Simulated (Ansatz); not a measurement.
Basis sets compared for the cluster NaF₂⁻. Total charge -1; singlet. Geometry r2SCAN-D4/def2-TZVPD. Ansatz on 4 threads of Intel Xeon 6975P-C on a shared host; times are rough, and most runs start from earlier orbitals.

Cartesian coordinates in Å:
```
Na 0.000 0.000 0.000
F 0.583 1.900 0.482
F -0.583 -1.900 -0.482
```

The structure comes from a short search, and lower isomers may exist.

| level | functions | energy (Eh) | HOMO (eV) | LUMO (eV) | wall time |
| --- | --- | --- | --- | --- | --- |
| PBE-D4/def2-SVPD | 64 | -361.6291 | -1.05 | 3.13 | 0.2 s |
| PBE0-D4/def2-SVPD | 64 | -361.6335 | -2.84 | 3.61 | 0.2 s |

Estimate the rows for PBE-D4/def2-TZVPD (with forces), PBE0-D4/def2-TZVPD.


```
                          level  functions  energy (Eh)  HOMO (eV)  LUMO (eV)  wall time
PBE-D4/def2-TZVPD (with forces)        115    -361.9136      -1.03       2.69      0.4 s
             PBE0-D4/def2-TZVPD        115    -361.9172      -2.79       2.82     0.45 s
```
